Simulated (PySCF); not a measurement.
The group X on vinyl-X is varied. Isolated molecules, 0 K electronic values unless said otherwise. One relaxed conformer stands for each flexible species; it need not be the lowest. Strings in code marks are SMILES.

Delta-SCF ions had no search for a lower state. Excitations are Tamm–Dancoff values on a coarser integration grid. The basis has no diffuse functions, so Rydberg states are missing or too high.

A: X = ethynyl
B: X = cyclopropyl (`C=CC1CC1` (C–C–C–C torsion 145°))
C: X = vinyl
D: X = carboxy (`C=CC(=O)O` (C–C–C–O torsion 180°, O–C–O–H torsion 0°))

Problem. Rank these by T1 excitation (TDA) (lowest first), as TPSSh-D3(BJ)/def2-TZVP // B3LYP-D3(BJ)/def2-TZVP in PySCF gives it.

Solution. C (3.19 eV), A (3.43 eV), D (3.91 eV), B (4.27 eV)
